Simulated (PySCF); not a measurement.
# What each rung costs, and what it gives

Saddle point of CH6BN, closed shell (CH₆BN ([CH3][BH][NH2]) → CH₃B ([BH][CH2]) + NH₃ (still joined by a long B–N bond); bonds formed: N2–H4; bonds broken: C3–H4; bonds weakened to dative contacts: B1–N2), PBE0-D4/def2-TZVP structure:

B1  (-0.554, 0.380, -0.220)
N2  (0.447, 0.604, 0.954)
C3  (-0.087, -0.755, -1.000)
H4  (0.183, -0.605, 0.535)
H5  (-1.648, 0.849, -0.131)
H6  (1.369, 0.966, 0.760)
H7  (0.080, 0.935, 1.832)
H8  (-0.746, -1.306, -1.663)
H9  (0.955, -1.067, -1.067)
(Å)

Barriers are electronic and count from the start structure reached by relaxing down the imaginary mode.

Computed with PySCF 2.14 with density fitting (its default auxiliary sets; JK sets also for MP2 and CCSD(T)) (basis: as named in each row); correlated methods freeze the cores. B3LYP uses VWN-RPA correlation. Extrapolation: Hartree–Fock as exp(−7.88 √X), correlation as X^−2.97.

Times are rough, for one single point on 4 threads of a shared host (Arm Neoverse V1).

The estimate by CCSD(T) at an estimated basis limit (MP2 extrapolated from triple and quadruple zeta, plus CCSD(T) − MP2 in triple zeta) is 3.380 eV.

```tsv
method	basis	time (s)	barrier (eV)	method less estimate
HF	STO-3G	under 1	5.666	2.286
B3LYP-D4	6-31G	2	3.616	0.236
PBE0-D4	def2-SVP	3	3.312	-0.068
MP2	def2-QZVPP	3	3.334	-0.046
PBE-D4	def2-SVP	3	3.103	-0.277
SPW92	def2-TZVPP	7	2.892	-0.487
PBE0-D4	def2-TZVPP	8	3.273	-0.107
B3LYP-D4	def2-TZVPP	8	3.384	0.004
PBE-D4	def2-TZVPP	8	3.079	-0.301
BHLYP-D4	def2-TZVPP	8	3.621	0.242
CCSD(T)	def2-SVP	8	3.533	0.153
r2SCAN-D4	def2-TZVPP	20	3.251	-0.129
wB97M-V	def2-TZVPP	140	3.372	-0.008
CCSD(T)	def2-TZVPP	170	3.415	0.035
```

All methods are single points on the PBE0-D4 structures.

T1 diagnostic: at most 0.013.

Labels in which every atom is bracketed show which atoms are joined, not bond orders.
